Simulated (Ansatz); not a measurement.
Basis or method: sextet less quartet of AlC

AlC, quartet; coordinates (Å): Al 0.000 0.000 0.000; C 0.000 0.000 1.967. Quantity: sextet less quartet, vertical.

Ansatz 0.2.0, basis aug-cc-pVDZ or cc-pVDZ or cc-pVTZ; geometries are PBE0/def2-TZVP minima. Wave-function levels freeze the cores; HF, MP2 and coupled cluster are restricted for singlets and unrestricted otherwise, Kohn–Sham unrestricted where that lies lower. The reference is CCSDT(Q) or CCSDTQ or full CI (coupled cluster only where its series has nearly closed). Semilocal and hybrid functionals correlate all electrons outside any core potential and usually lie nearer their basis limit than the reference, so part of their error here is the reference's basis and frozen-core error; RPA and the MP2 part of double hybrids freeze the same cores as the reference. None of these values is a measured one. Energies are electronic, without zero-point terms. No spin–orbit coupling and no scalar relativity. The species are chosen: bound, without strong static correlation by their natural occupations or amplitudes, in their lowest spin state as far as vertical gaps and like structures tell, and with a ladder that closes on the reference, so errors are smaller than for species at large; levels whose determinant breaks symmetry or spin markedly are left out.

| level | cc-pVDZ (eV) | aug-cc-pVDZ (eV) | cc-pVTZ (eV) |
| --- | --- | --- | --- |
| reference | 3.519 (full CI) | 3.508 (CCSDTQ) | 3.549 (CCSDT(Q)) |
| CCSD(T) | 3.493 | 3.483 | 3.522 |
| CCSDT | 3.513 | 3.503 | 3.541 |
| PBE | 3.723 | 3.702 | 3.704 |
| r2SCAN | 3.263 | 3.242 | 3.237 |
| PBE0 | 3.503 | 3.481 | 3.481 |
| wB97M-V | 4.096 | 4.070 | 4.078 |
| RPA-PBE | 3.615 | 3.589 | 3.545 |

From cc-pVDZ to cc-pVTZ the reference moves by 0.030 eV and PBE by -0.019; the step from CCSD(T) to the reference is 0.025 in the first and 0.026 in the last.
